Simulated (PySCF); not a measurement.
A species of formula C5H4O has this rotational fingerprint, computed with PBE0-D3(BJ)/def2-SVP geometry optimisation, gas phase (PySCF):

| Item | Value |
| --- | --- |
| Rotational constants | A = 8176, B = 3958, C = 2667 MHz |
| Dipole components | \|μa\| = 2.97 D, \|μb\| = 0.00 D, \|μc\| = 0.00 D |
| Inertial defect | 0.00 u·Å² |
| κ | -0.53 |

Task: Which structure is it? (One computed conformer of each.)
A. `O=C1C=CC=C1` (cyclopentadienone)
B. `[CH:1]#[C:2][C:3](=[CH2:4])[CH:5]=[O:6]` with C2–C3–C5–O6 180°
C. `C=CC#CC=O`
D. `[CH:1]#[C:2][CH2:3][CH:4]=[C:5]=[O:6]` with C2–C3–C4–C5 112°

Result: A. It is O=C1C=CC=C1, an asymmetric top, point group C2v. The candidates at the same level (rigid rotor, commonest isotopes):

```tsv
SMILES	A (MHz)	B (MHz)	C (MHz)	μa (D)	μb (D)	μc (D)	Δ (u·Å²)	point group	rotor
C#CCC=C=O	12898	1631	1550	0.89	0.85	0.31	-23.03	C1	near-prolate asymmetric top
C=CC#CC=O	29972	1343	1285	3.70	1.30	0.00	0.00	Cs	near-prolate asymmetric top
O=C1C=CC=C1	8176	3958	2667	2.97	0.00	0.00	0.00	C2v	asymmetric top
C#CC(=C)C=O	8398	2442	1892	2.23	0.55	0.00	0.00	Cs	asymmetric top
```

`C=CC#CC=O` has A 267 % too high; `C#CCC=C=O` has B 59 % too low; `C#CC(=C)C=O` has B 38 % too low. In the right answer the symmetry axis of this C2v structure is a, so μb and μc vanish by symmetry. No structure here is proved a minimum.
